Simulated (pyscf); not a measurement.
Optimised with ωB97X-D3(BJ)/def2-SVP in PySCF. MP2 and CC: frozen core, UHF for open shells. ΔMP2 is the change of the MP2 total energy from the triple- to the quadruple-zeta basis.

Q: How much does it cost (ΔH, 298 K, CCSD(T)/def2-TZVPP + ΔMP2(QZVPP)) to split F–C(F)(F)–F at its C–F bond into F• + F–C•(F)–F?

A: C–F to F• + F–C•(F)–F: 129.6 kcal/mol. The CCSD(T) − MP2 part came from Ansatz, without density fitting, on the same reference. Left out: the spin-orbit lowering of F.
